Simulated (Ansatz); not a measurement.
Barrier height from H + ClH to the transition structure ClH2, without zero-point energy, on the benchmark's geometries as Psi4's copy of the set gives them.
Transition structure (charge 0, multiplicity 2):
```
atom   x (Å)   y (Å)    z (Å)
----  ------  ------  -------
H     0.0000  0.0000   1.4858
Cl    0.0000  0.0000   0.0000
H     0.0000  0.0000  -1.4858
```
Reactant (charge 0, multiplicity 1):
| atom | x (Å) | y (Å) | z (Å) |
|---|---|---|---|
| Cl | 0.0000 | 0.0000 | 0.0000 |
| H | 1.2744 | 0.0000 | 0.0000 |

Open shells are unrestricted; no spin–orbit coupling.

Cores are frozen in the correlated methods. CBS(a, b) extrapolates the correlation energy as X⁻³ and adds the Hartree–Fock energy of set b.

The values were computed with Ansatz (Gaussian orbitals). Each number belongs to the level named beside it.

PBE/def2-TZVPPD gives 9.56 kcal/mol for the barrier height.

**Question.** Predict the shift from PBE, with its sign, for: r2SCAN/def2-TZVPPD, PBE0/def2-TZVPPD, wB97M-V/def2-TZVPPD, B2PLYP/def2-TZVPPD, MP2/CBS(aug-cc-pV(T+d)Z, aug-cc-pV(Q+d)Z), CCSD(T)/CBS(aug-cc-pV(T+d)Z, aug-cc-pV(Q+d)Z).

**Answer.** r2SCAN/def2-TZVPPD -0.13; PBE0/def2-TZVPPD 3.79; wB97M-V/def2-TZVPPD 8.52; B2PLYP/def2-TZVPPD 6.33; MP2/CBS(aug-cc-pV(T+d)Z, aug-cc-pV(Q+d)Z) 12.66; CCSD(T)/CBS(aug-cc-pV(T+d)Z, aug-cc-pV(Q+d)Z) 8.16 kcal/mol. 5 of 6 lie above PBE; the widest gap is to MP2/CBS(aug-cc-pV(T+d)Z, aug-cc-pV(Q+d)Z).

The set's own value is 18.0 kcal/mol (Zhao et al., NHTBH38), an estimate for the real system.

Ansatz is a first-principles code.
